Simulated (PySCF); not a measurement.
**How the numerical set-up moves the result for PH⁻**

Which parts of the numerical set-up matter for PH⁻? Each run edits the base script.

Computed with PySCF 2.14.0. Level: method and basis as typed in the scripts.

1 further run of the same task is left out (it didn't finish).

## 1. The starting structure

PH⁻: 2 atoms, charge -1, spin multiplicity 2.

Bond lengths: P1–H2 1.485 Å.

## 2. The base run

The input, input.py:

```python
from pyscf import gto, dft

mol = gto.M(
    atom='P 0 0 0; H 0 0 1.485',
    basis='aug-cc-pvdz',
    charge=-1,
    spin=1,
    verbose=4,
)
mf = dft.UKS(mol, xc='bp86')
mf.kernel()
mf.dip_moment()
print('orbital energies (hartree):', [e[max(0, n-3):n+3].round(4) for e, n in zip(mf.mo_energy, mol.nelec)])
```

Run with:

```sh
$ OMP_NUM_THREADS=1 python input.py
```

Its log is not repeated here.

Base result: E(SCF) = -341.955771 Eh, ⟨S²⟩ = 0.754.

The bond length is a typed value, not an optimised one. The dipole of an ion depends on the origin.

## 3. Integration grid 5

Edit 1 changes integration grid: default → 5.

The input, input.py:

```python
from pyscf import gto, dft

mol = gto.M(
    atom='P 0 0 0; H 0 0 1.485',
    basis='aug-cc-pvdz',
    charge=-1,
    spin=1,
    verbose=4,
)
mf = dft.UKS(mol, xc='bp86')
mf.grids.level = 5
mf.kernel()
mf.dip_moment()
print('orbital energies (hartree):', [e[max(0, n-3):n+3].round(4) for e, n in zip(mf.mo_energy, mol.nelec)])
```

Run with:

```sh
$ OMP_NUM_THREADS=1 python input.py
```

## 4. Pcseg-2

Edit 2 changes basis set: aug-cc-pvdz → pcseg-2.

input.py, as its differences from that of step 2:

```diff
@@ -4,3 +4,3 @@
     atom='P 0 0 0; H 0 0 1.485',
-    basis='aug-cc-pvdz',
+    basis='pcseg-2',
     charge=-1,
```

## 5. Cc-pvdz-dk (X2C on)

Edit 3 changes basis set: aug-cc-pvdz → cc-pvdz-dk; spin-free X2C: off → on.

input.py, as its differences from that of step 2:

```diff
@@ -4,3 +4,3 @@
     atom='P 0 0 0; H 0 0 1.485',
-    basis='aug-cc-pvdz',
+    basis='cc-pvdz-dk',
     charge=-1,
@@ -10,2 +10,3 @@
 mf = dft.UKS(mol, xc='bp86')
+mf = mf.sfx2c1e()
 mf.kernel()
```

## 6. X2c-tzvpall (X2C on)

Edit 4 changes basis set: aug-cc-pvdz → x2c-tzvpall; spin-free X2C: off → on.

input.py, as its differences from that of step 2:

```diff
@@ -4,3 +4,3 @@
     atom='P 0 0 0; H 0 0 1.485',
-    basis='aug-cc-pvdz',
+    basis='x2c-tzvpall',
     charge=-1,
@@ -10,2 +10,3 @@
 mf = dft.UKS(mol, xc='bp86')
+mf = mf.sfx2c1e()
 mf.kernel()
```

Before running it: what results should come out? Wanted: for each run, E(SCF); from base; gap, α spin.

**Answer**, as computed:

```
                 run  E(SCF) (hartree)  from base (eV)  cycles  gap, α spin (eV)  functions
                base       -341.955771               0      16              2.01         36
  integration grid 5       -341.955767         +0.0001       9              2.01         36
             pcseg-2       -341.961844         -0.1653       9              3.30         48
 cc-pvdz-dk (X2C on)       -342.748928  not comparable       8              3.92         23
x2c-tzvpall (X2C on)       -342.772582  not comparable       9              3.72         43
```

What this shows: The highest filled level of this anion is positive: the basis lacks diffuse functions or the electron is not bound, so these numbers hang on the basis. Of the runs whose energies can be compared, “pcseg-2” moves the SCF energy most (-0.165 eV). pcseg-2 (48 functions) gives an energy 0.17 eV lower than aug-cc-pvdz (36).
